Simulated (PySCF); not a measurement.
Compound: cyclopentadienone, C₅H₄O.
Z-matrix (Å and degrees, PBE0-D3(BJ)/def2-TZVP geometry), rows numbered from 1:
```
O 
C   1  1.2027
C   2  1.5020  1  126.99
C   3  1.3317  2  107.27  1  -179.98
C   4  1.4947  3  109.80  2    -0.17
C   5  1.3320  4  109.82  3     0.16
H   3  1.0793  2  123.65  1    -0.07
H   4  1.0820  3  126.86  2   179.96
H   5  1.0818  4  123.35  3  -179.92
H   6  1.0793  2  123.66  1     0.11
```

NICS = −σ at a ghost point: NICS(0) at the centroid of the ring atoms, NICS(1) 1 Å to either side along the normal of their mean plane, zz for the tensor component along that normal. Level: GIAO PBE0/pcSseg-2 (PySCF, non-relativistic, gas phase) on the PBE0-D3(BJ)/def2-TZVP geometry, one conformer.

Ring bond lengths (Å), with Mayer bond orders in brackets: C2–C3 1.502 (1.02), C3–C4 1.332 (1.81), C4–C5 1.495 (0.99), C5–C6 1.332 (1.81), C6–C2 1.502 (1.02).

Problem. What do the NICS probes read (ppm)?

Solution. 
| ring | type | NICS(0) | NICS(1), two faces | NICS(1)zz, two faces | rms pucker (Å) | centre to ring atoms, mean (Å) |
| --- | --- | --- | --- | --- | --- | --- |
| C2–C3–C4–C5–C6 | 5-membered carbocycle; formal bonds 2 double, 3 single | 11.6 | 4.3 / 4.3 | 13.1 / 13.1 | 0.00 | 1.22 |

Problem. What can be read from them?

Solution. 
- C2–C3–C4–C5–C6: mean NICS(1)zz 13.1 ppm, deshielded. NICS(0) lies 7 ppm above the mean NICS(1).

Problem. How equal are the bonds by HOMA? Use HOMA with the parameters of Krygowski (1993).

Solution. 
- C2–C3–C4–C5–C6: HOMA -1.25 = 1 − EN − GEO, with mean bond length 1.432 Å, EN = α(Ropt − mean)² = 0.510 and GEO = α × variance = 1.743. The geometric and the magnetic index point the same way.

Problem. Give the inner angles of the rings and the Hirshfeld charges of the ring atoms.

Solution. 
- C2–C3–C4–C5–C6: C2 105.9° (+0.149 e), C3 107.3° (-0.067 e), C4 109.8° (-0.029 e), C5 109.8° (-0.029 e), C6 107.2° (-0.067 e); sum 540.0° against 540° for a flat convex ring.

Problem. What are the shieldings of the ring atoms and their hydrogens in the same run (means over atoms taken as equivalent)?

Solution. 
```tsv
atoms	environment	σ isotropic (ppm)	principal values of the symmetric part, first atom (ppm)
C2	ketone carbonyl carbon	-31.4	-103.7, -47.6, 57.1
C3 (×2)	alkene CH carbon	56.9	-70.5, 99.6, 141.4
C4 (×2)	alkene CH carbon	25.7	-108.3, 40.5, 145.3
H7 (×2)	vinylic hydrogen	25.95	22.6, 26.1, 29.1
H8 (×2)	vinylic hydrogen	24.10	20.3, 25.1, 27.0
```
